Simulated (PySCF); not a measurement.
## SiH$_{4}$⁺, doublet: stretch scan

All five atoms lie in one plane.

Starting geometry (PBE0/def2-TZVP stationary point for this spin, not checked as a minimum):

```csv
atom,x (Å),y (Å),z (Å)
Si,0.0000,0.0000,0.0000
H,-0.0112,1.0909,1.0838
H,-0.0168,-1.0838,1.0907
H,0.0168,1.0838,-1.0907
H,0.0112,-1.0909,-1.0838
```

From there H3 moves along the line of the two atoms named below, all else staying in place; atoms are numbered as listed. Energies are in eV, counted from the starting geometry at the same level. Kohn–Sham curves keep the symmetry of the cluster determinant, unrestricted for open shells and where UHF breaks spin symmetry.

Basis 6-31G; PySCF 2.14.0. Only valence electrons are correlated (noble-gas cores frozen).

In so small a basis the reference is far from its limit while semilocal and hybrid functionals are nearer theirs (RPA and double hybrids share much of the reference's basis error), so the functionals' errors here hold much of the reference's basis and frozen-core error, which can add to them or hide them.

Full CI is exact within this basis and frozen core; it isn't the basis-set limit.

```tsv
distance Si1-H3 (Å)	full CI	PBE	r2SCAN	PBE0	B3LYP	BHLYP	wB97M-V	B2PLYP
1.201	1.521	1.527	1.459	1.473	1.448	1.391	1.418	1.438
1.349	0.425	0.425	0.387	0.392	0.385	0.351	0.365	0.378
1.538	0.000	0.000	0.000	0.000	0.000	0.000	0.000	0.000
1.717	0.025	0.053	0.079	0.079	0.077	0.101	0.094	0.079
1.863	0.124	0.206	0.240	0.241	0.239	0.267	0.260	0.230
2.105	0.233	0.452	0.484	0.474	0.483	0.493	0.485	0.428
2.410	0.225	0.614	0.675	0.606	0.641	0.618	0.593	0.515
2.796	0.161	0.684	0.786	0.657	0.708	0.661	0.622	0.527
3.378	0.124	0.740	0.858	0.697	0.756	0.692	0.641	0.539
4.151	0.128	0.790	0.907	0.732	0.797	0.721	0.669	0.562
5.146	0.136	0.821	0.928	0.753	0.817	0.736	0.693	0.575
```
